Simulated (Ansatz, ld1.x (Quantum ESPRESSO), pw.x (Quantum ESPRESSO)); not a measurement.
What a changed setting does to a pw.x run (bcc Ag)

Potential: norm-conserving Troullier–Martins (Kleinman–Bylander form), ld1.x (Quantum ESPRESSO) 7.5, LDA (PW92); core [Kr], reference 4d10 5s1 5p0; waves: 5s (bound): rc 2.10 bohr; 5p (bound, empty): rc 2.76 bohr; 4d (bound): rc 1.55 bohr; local part: all-electron potential smoothed inside 2.10 bohr (lloc = -2); core correction: a·sin(br)/r model core inside 1.30 bohr.

The reference run (k-mesh 14³, cutoffs 120/480 Ry, Fermi–Dirac 0.01 Ry, mixing_beta 0.4, conv_thr 1e-9, no spin) gives 0.70 GPa at 16.198 Å³/atom, where all-electron LAPW gives -0.64 GPa. This run, with its own iteration cap, changes smearing to gauss.

```
&control
  calculation='scf', prefix='x', pseudo_dir='./', outdir='./tmp', tstress=.true., disk_io='none'
/
&system
  ibrav=0, nat=1, ntyp=1, ecutwfc=120, ecutrho=480, nbnd=13,
  occupations='smearing', smearing='gauss', degauss=0.01
/
&electrons
  conv_thr=1e-09, mixing_beta=0.4, electron_maxstep=50
/
ATOMIC_SPECIES
Ag 1.0 Ag.UPF
CELL_PARAMETERS angstrom
  -1.59392225 1.59392225 1.59392225
  1.59392225 -1.59392225 1.59392225
  1.59392225 1.59392225 -1.59392225
ATOMIC_POSITIONS crystal
Ag 0.0000 0.0000 0.0000
K_POINTS automatic
14 14 14 0 0 0
```

```bash
pw.x < Ag.scf.in > Ag.scf.out
```

**Question.** How does the run end?

**Answer.** It converges in 7 iterations; the free energy moves by +11.6 meV/atom and the pressure by -0.04 GPa. Gaussian smearing of the same width is narrower in effect than Fermi–Dirac, so its quadratic term in F is smaller.

```
Message from routine setup:
     using ibrav=0 with symmetry is DISCOURAGED, use correct ibrav instead
     lattice parameter (alat)  =       5.2171  a.u.
     unit-cell volume          =     109.3095 (a.u.)^3
     number of electrons       =        11.00
     number of Kohn-Sham states=           13
     kinetic-energy cutoff     =     120.0000  Ry
     charge density cutoff     =     480.0000  Ry
     scf convergence threshold =      1.0E-09
     Exchange-correlation= PW
     number of k points=   104  Gaussian smearing, width (Ry)=  0.0100
     iteration #  1     ecut=   120.00 Ry     beta= 0.40
     total energy              =     -83.42217228 Ry
     estimated scf accuracy    <       0.08295232 Ry
     iteration #  2     ecut=   120.00 Ry     beta= 0.40
     total energy              =     -83.43977403 Ry
     estimated scf accuracy    <       0.00062270 Ry
     iteration #  3     ecut=   120.00 Ry     beta= 0.40
     total energy              =     -83.43976125 Ry
     estimated scf accuracy    <       0.00019848 Ry
     iteration #  4     ecut=   120.00 Ry     beta= 0.40
     total energy              =     -83.43976830 Ry
     estimated scf accuracy    <       0.00000345 Ry
     iteration #  5     ecut=   120.00 Ry     beta= 0.40
     total energy              =     -83.43976825 Ry
     estimated scf accuracy    <       0.00000041 Ry
     iteration #  6     ecut=   120.00 Ry     beta= 0.40
     total energy              =     -83.43976832 Ry
     estimated scf accuracy    <       0.00000036 Ry
     iteration #  7     ecut=   120.00 Ry     beta= 0.40
     the Fermi energy is    13.7211 ev
!    total energy              =     -83.43976838 Ry
     estimated scf accuracy    <          8.8E-10 Ry
     smearing contrib. (-TS)   =      -0.00043025 Ry
     The total energy is F=E-TS. E is the sum of the following terms:
     one-electron contribution =       0.36253787 Ry
     hartree contribution      =      12.33767654 Ry
     xc contribution           =     -23.04259684 Ry
     ewald contribution        =     -73.09695570 Ry
     convergence has been achieved in   7 iterations
          total   stress  (Ry/bohr**3)                   (kbar)     P=        6.55
     Message from routine punch:
     Nothing written, as per user request (disk_io='none')
```

The run took about 38 s on one core of a shared host (Neoverse-V1, 32 threads, 247 GiB, load 15).
